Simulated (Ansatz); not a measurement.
# SiHNO (SMILES N#[Si]O): a rigid scan of the bond length N1–Si2

Aim: the energy along the bond length N1–Si2, from CCSD(T) and from cheaper methods, relative to the minimum. All other internal coordinates keep their values.

Computed with Ansatz 0.2.0, Gaussian basis. Level: single points in def2-TZVPP.

Levels: PBE-D4, r2SCAN-D4, PBE0-D4, B3LYP-D4, wB97M-V, Hartree-Fock, MP2, CCSD, CCSD(T). The scan takes 1.278, 1.344, 1.440, 1.552, 1.677, 1.811, 1.953, 2.103, 2.260 Å.

Cores are frozen in the correlated methods. B3LYP uses VWN-RPA correlation.

### 1 Starting geometry

The minimum, relaxed at PBE0-D4: 4 atoms, charge 0, spin multiplicity 1.

Atoms are counted from 1 here; the program's logs count them from 0.

Bond lengths: N1–Si2 1.558 Å, Si2–O3 1.616 Å, O3–H4 0.962 Å. Angles: N1–Si2–O3 178.9°, Si2–O3–H4 120.8°.

Coordinates:

```xyz
4
charge 0, multiplicity 1
N    -1.9584    0.6292    0.4806
Si   -0.4964    0.1364    0.2609
O     1.0222   -0.3807    0.0642
H     1.4327   -0.3850   -0.8056
```

Energies of the minimum (eV), from earlier single points: PBE-D4 -11422.67737, r2SCAN-D4 -11427.70115, PBE0-D4 -11422.80529, B3LYP-D4 -11430.76315, wB97M-V -11428.58743, CCSD(T) -11411.94733.

At the minimum the bond length N1–Si2 is 1.558 Å.

### 2 N1–Si2 = 1.278 Å

File ccsdt-tzvpp/in.yaml:

```yaml
crystal:
  periodic: [false, false, false]
  atoms:
    - {symbol: N, position_ang: [-1.958422, 0.629237, 0.480590]}
    - {symbol: Si, position_ang: [-0.759473, 0.225079, 0.300414]}
    - {symbol: O, position_ang: [0.759086, -0.292003, 0.103725]}
    - {symbol: H, position_ang: [1.169593, -0.296270, -0.766115]}
basis:
  gaussian: {orbitals: def2-TZVPP}
correlation: {method: ccsd_t}
```

No record of the launch command was kept for these runs.

Further steps of the session: N1–Si2 = 1.344 Å; N1–Si2 = 1.440 Å; N1–Si2 = 1.552 Å; N1–Si2 = 1.677 Å; N1–Si2 = 1.811 Å; N1–Si2 = 1.953 Å; N1–Si2 = 2.103 Å; N1–Si2 = 2.260 Å.

**Question.** What will these runs give? Wanted: highest point, CCSD(T); lowest point, CCSD(T); minimum along the scan, CCSD(T); RMS deviation from CCSD(T); largest T1 diagnostic.

The runs gave:

| quantity | value |
| --- | --- |
| highest point, CCSD(T) | 89.9 kcal/mol at 1.278 Å |
| lowest point, CCSD(T) | 0.0 kcal/mol at 1.558 Å |
| minimum along the scan, CCSD(T) | 1.582 Å |
| curvature there | 44.8 eV/Å² |
| RMS deviation from CCSD(T) | PBE-D4 3.1, r2SCAN-D4 7.0, PBE0-D4 8.5, B3LYP-D4 6.2, wB97M-V 8.4, Hartree-Fock 11.7, MP2 16.9, CCSD 4.4 kcal/mol |
| largest T1 diagnostic | 0.085 |

A polynomial through the near points puts the CCSD(T) minimum 0.024 Å above the PBE0-D4 value. It is steeper on the short side than on the long one. Curvature against CCSD(T): PBE-D4 +5 %, Hartree-Fock +37 %. The curve of PBE-D4 lies nearest to CCSD(T), that of MP2 farthest. The T1 diagnostic is large here, over the usual mark for main-group molecules (transition-metal compounds often pass it harmlessly), so CCSD(T) itself may be off. The restricted Hartree–Fock reference is unstable towards an unrestricted one at one or more of these structures.
